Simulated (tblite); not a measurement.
Input of a run (GFN2-xTB geometry optimisation, gas phase (tblite 0.8.0)), started from a force field or distance geometry:
```
{"job": {"kind": "relax", "xc": "GFN2-xTB", "basis": "xTB"}, "charge": 0, "multiplicity": 1}
C     -1.898600    -0.007500     0.057400
N     -0.460600    -0.088100     0.008100
C      0.465300     0.889100    -0.037800
C      1.725000     0.355200    -0.069900
C      1.538500    -1.020300    -0.004200
N      0.207600    -1.235900     0.032300
H     -2.222100     0.641400     0.887600
H     -2.303100     0.403100    -0.904100
H     -2.282700    -1.039100     0.188400
H      0.227400     1.969200    -0.064800
H      2.657900     0.886900    -0.108400
H      2.346600    -1.754800    -0.010500
```

Output (eV, eV/Å):
```
step      E/eV     max force
  0    -474.63878    2.462
  1    -474.78353    1.040
  2    -474.83312    0.724
  3    -474.86784    0.385
  4    -474.88230    0.317
  5    -474.89336    0.320
  6    -474.90570    0.287
  7    -474.91300    0.220
  8    -474.91583    0.108
  9    -474.91656    0.060
 10    -474.91682    0.058
 11    -474.91700    0.044
 12    -474.91714    0.044
 13    -474.91722    0.026
 14    -474.91725    0.011
 15    -474.91726    0.008
```

Q: Summarise the run.

A: The energy falls by 0.278 eV over 15 L-BFGS steps, the largest force on an atom goes from 2.46 to 0.008 eV/Å, and the atoms move by 0.065 Å rms after alignment. The bond that changes most is C3–H10 (aromatic CH next to a ring nitrogen to aromatic hydrogen), which shortens by 0.035 Å. Bonds longer at the end by more than 0.005 Å: 2 of 12; shorter: 7. Among the angles that change most is N6–C5–H12, from 128.5° to 120.4°. The energy never rose by more than 1e-5 eV on the way. The first step brought 52 % of the lowering.

Q: What are the final bond lengths?

A: C1–N2 1.434 Å, N2–C3 1.348 Å, C3–C4 1.376 Å, C4–C5 1.401 Å, C5–N6 1.319 Å, N2–N6 1.328 Å, C1–H7 1.091 Å, C1–H8 1.092 Å, C1–H9 1.088 Å, C3–H10 1.072 Å, C4–H11 1.070 Å, C5–H12 1.072 Å. Numbering counts from 1 in the input's order; the species is `Cn1cccn1`.

Its GFN2-xTB frequencies are all real (lowest 59 cm⁻¹). 2 starts were optimised and ended at 0.00 and 0.27 kcal/mol (GFN2-xTB); the lowest of these is shown.

These are computed values.
